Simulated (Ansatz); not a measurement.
A (111) slab of Al (Fm-3m (No. 225)), 5 planes, outer planes Al (top) and Al (bottom), with 5 atoms (Al5) in a surface cell of A = 7.073 Å², as cut from the bulk:

```
CELL_PARAMETERS angstrom
2.85786 0.00000 0.00000
-1.42893 2.47498 0.00000
0.00000 0.00000 24.33372
ATOMIC_POSITIONS crystal
Al 0.66667 0.33333 0.30821
Al 0.33333 0.66667 0.40411
Al 0.00000 0.00000 0.50000
Al 0.66667 0.33333 0.59589
Al 0.33333 0.66667 0.69179
```

All numbers below come from DFT PBE, scalar-relativistic, plane waves, PAW in Ansatz 0.2.0. Cutoff 420 eV; k points 12×12×1 on the computed 5-atom cell (Γ-centred); Gaussian smearing, width 0.10 eV; no spin polarisation. The cell repeats along c with a dipole correction in the vacuum.

Against the same 5 atoms in the bulk, the slab as cut lies 0.748 eV higher and the relaxed slab 0.744 eV higher.

Q: Work out the surface energy before and after relaxation.

A: The slab has two faces, so γ = (E_slab − N·E_bulk)/(2A), the mean of both. As cut: 0.748/(2 × 7.073) = 0.0529 eV/Å², and 1 eV/Å² = 16.02 J/m², so γ = 0.85 J/m². Relaxed: 0.744/(2 × 7.073) = 0.0526 eV/Å² = 0.84 J/m². Relaxation recovers 0.5 % of the cost of cutting.

Q: A cut through this plane breaks about 3 nearest-neighbour bonds a surface cell. What does each broken bond cost, before relaxation?

A: One cut makes two faces and costs 2γA = 0.748 eV, shared by 3 bonds: 0.25 eV a bond. In a metal this is less than the cohesive energy a bond, since the bonds that remain at the surface strengthen.

Q: What is the ideal work of this cut, per area?

A: Griffith's ideal work is 2γ: 1.69 J/m², whether the new faces relax or not. One thickness was run, 5 planes, so γ can still shift with it.